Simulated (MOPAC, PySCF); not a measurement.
CHN, SMILES `N#C`, neutral singlet in the gas phase. 

Cartesian coordinates (Å):
```xyz
3

C     -0.0265     0.0004     0.0000
N      1.1196    -0.0161     0.0000
H     -1.0931     0.0157     0.0000
```
Charge 0, multiplicity 1.

All levels are single points at this geometry (B3LYP-D3(BJ)/def2-TZVP); Pople sets use spherical d functions. Orbital energies aren't observables, and empty levels follow the basis.

| level | HOMO (eV) | LUMO (eV) | gap (eV) | dipole (D) | vertical IE, Delta-SCF (eV) |
|---|---|---|---|---|---|
| B3LYP-D3(BJ)/def2-TZVP in PySCF | -10.16 | -0.02 | 10.15 | 3.03 | – |
| B3LYP/3-21G in PySCF | -9.93 | 0.94 | 10.87 | 2.73 | – |
| B3LYP/6-311+G** in PySCF | -10.22 | -0.22 | 10.00 | 3.06 | – |
| B3LYP/6-31G* in PySCF | -9.83 | 0.67 | 10.50 | 2.90 | 13.62 |
| BP86/6-31G* in PySCF | -8.81 | -0.39 | 8.42 | 2.82 | – |
| M06-2X/6-31G* in PySCF | -11.58 | 2.16 | 13.74 | 2.93 | – |
| PBE/6-31G* in PySCF | -8.70 | -0.28 | 8.42 | 2.80 | 13.69 |
| SVWN5/6-31G* in PySCF | -8.72 | -0.49 | 8.23 | 2.85 | – |
| HF/3-21G in PySCF | -13.51 | 5.73 | 19.24 | 3.07 | – |
| HF/6-31G* in PySCF | -13.40 | 5.42 | 18.82 | 3.23 | 12.03 |
| AM1 in MOPAC | -13.83 | 1.81 | 15.64 | 2.35 | – |
| PM3 in MOPAC | -12.60 | 1.53 | 14.12 | 2.68 | – |
| PM7 in MOPAC | -13.74 | 0.98 | 14.72 | 2.81 | – |
